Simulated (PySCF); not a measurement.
Compound: C4H2O2.
SMILES with atom numbers: `[O:1]=[c:2]1[cH:3][cH:4][c:5]1=[O:6]` (hydrogens: H7 on C3; H8 on C4)

A GFN2-xTB structure was refined with CAM-B3LYP/def2-SVP geometry optimisation, gas phase (PySCF 2.14.0). Its GFN2-xTB values:

| coordinate | GFN2-xTB |
| --- | --- |
| O1=C2 | 1.191 Å |
| C2–C3 | 1.494 Å |
| C2–C5 | 1.554 Å |
| C3–C4 | 1.350 Å |
| C3–H7 | 1.075 Å |
| O1–C2–C3 | 136.3° |
| O1–C2–C5 | 137.6° |
| C2–C3–C4 | 93.9° |
| C3–C2–C5 | 86.1° |

Q: How do these coordinates change at the CAM-B3LYP/def2-SVP level?

A: 
| coordinate | CAM-B3LYP/def2-SVP (Å or °) | change |
| --- | --- | --- |
| C2–C5 | 1.575 | +0.021 |
| C2–C3 | 1.511 | +0.017 |
| C3–H7 | 1.090 | +0.015 |
| O1=C2 | 1.187 | -0.004 |
| C3–C4 | 1.350 | 0.000 |
| O1–C2–C3 | 136.7 | +0.4 |
| C2–C3–C4 | 94.3 | +0.4 |
| C3–C2–C5 | 85.8 | -0.3 |
| O1–C2–C5 | 137.5 | -0.1 |

The energy falls by 0.022 eV over 7 energy and gradient evaluations, the largest force component goes from 0.0118 to 2.6e-04 Eh/bohr, and the atoms move by 0.016 Å rms after alignment. The bond that changes most is C2–C5 (both ends ring carbonyl carbon), which lengthens by 0.021 Å. Bonds longer at the end by more than 0.005 Å: 5 of 8; shorter: 0. Rotational constants go from 6187, 4310, 2540 to 6090, 4271, 2510 MHz.

The run used 94 basis functions and 51 SCF cycles in all. Time: 19 s of wall time; peak memory 0.43 GiB. Hardware: one thread of an Arm Neoverse V2, on a shared host.

No frequency check.
